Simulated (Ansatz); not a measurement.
# Si₂+ (sextet): from Hartree-Fock to the top rungs, def2-QZVPP

One table from this session's results is given with a row withheld; the runs are named, their logs left out.

Program: Ansatz 0.2.0, Gaussian basis. Level of theory: def2-QZVPP, core rule «outside noble gas», up to 10 orbitals frozen. These are calculated values, not measurements.

Plan: UHF; ROHF; CCSD(T) on UHF.

## What is computed

The geometry is a PBE0/def2-TZVP stationary point (not a proven minimum) of the parent state, kept for this charge and spin.

2 atoms, charge 1, spin multiplicity 6.

Atoms are counted from 1 here; the program's logs count them from 0.

Bond lengths: Si1–Si2 2.273 Å.

The first run:

File in.yaml:

```yaml
crystal:
  periodic: [false, false, false]
  atoms:
    - {symbol: Si, position_ang: [0.000000, 0.000000, 0.000000]}
    - {symbol: Si, position_ang: [0.000000, 0.000000, 2.272600]}
basis:
  gaussian: {orbitals: "def2-QZVPP.json"}
total_charge: 1
magnetization: {spin_polarized: true, initial_magnetization: 5}
hamiltonian: {xc: hf}
output: {orbitals: {seedname: orbitals}}
```

Launch:

```bash
ansatz run in.yaml --threads 1 --pin off --events-out ev --progress --plain --max-ram 2393MiB
```

Among the steps run: UHF; ROHF; CCSD(T) on UHF.

One of the session's tables, all rows but one given; the rest of the session is left out.

```
  method  from UCCSD(T) (meV)
    ROHF              +3489.2
     UHF              +3449.1
    UMP2                    ?
   UCCSD               +202.0
UCCSD(T)                    0
```

**Question.** Estimate the row for UMP2.

**Answer.** from UCCSD(T) (meV): +762.7. In the column «from UCCSD(T) (meV)» it lies between UCCSD (+202.0) and UHF (+3449.1).
